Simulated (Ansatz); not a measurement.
An input for triplet SiH3O−

The species is SiH3O− (5 atoms), meant as a triplet with charge -1. As SMILES of the parent species, `[O-][SiH3]`. The shape is that of a GFN2-xTB optimisation. That shape belongs to the parent species and isn't relaxed for this state.

```xyz
5

O    -1.4442    0.2714    0.7001
Si   -0.0827    0.0156    0.0398
H    -0.1044   -0.2474   -1.4526
H     0.6978   -1.1746    0.5614
H     0.9335    1.1350    0.1513
```

Settings wanted:

```json
{
 "basis set": "STO-3G",
 "integral approximation": "none",
 "task": "energy",
 "method": "CCSD(T)",
 "reference": "UHF",
 "accuracy": "high",
 "frozen core orbitals": "6"
}
```

Problem. Give an Ansatz 0.2.0 job that does this.

Solution. This one ran through:

input.yaml:
```yaml
crystal:
  periodic: [false, false, false]
  atoms:
    - {symbol: O, position_ang: [-1.444170, 0.271390, 0.700100]}
    - {symbol: Si, position_ang: [-0.082700, 0.015600, 0.039800]}
    - {symbol: H, position_ang: [-0.104440, -0.247420, -1.452600]}
    - {symbol: H, position_ang: [0.697830, -1.174610, 0.561420]}
    - {symbol: H, position_ang: [0.933480, 1.135040, 0.151280]}
basis:
  gaussian:
    orbitals: STO-3G
accuracy: high
scf:
  omitted_lower_state_checks: [cluster_reference, increment]
total_charge: -1
correlation:
  method: ccsd_t
  frozen_orbitals: {H: 0, O: 1, Si: 5}
magnetization:
  spin_polarized: true
  initial_magnetization: 2
```

```bash
$ ansatz run input.yaml --threads 1 --pin off --max-ram 2610MiB --events-out events.jsonl --progress --plain --runs-dir runs
```

Calculated total energy: -360.73564 Eh. Without diffuse functions the anion is poorly described.
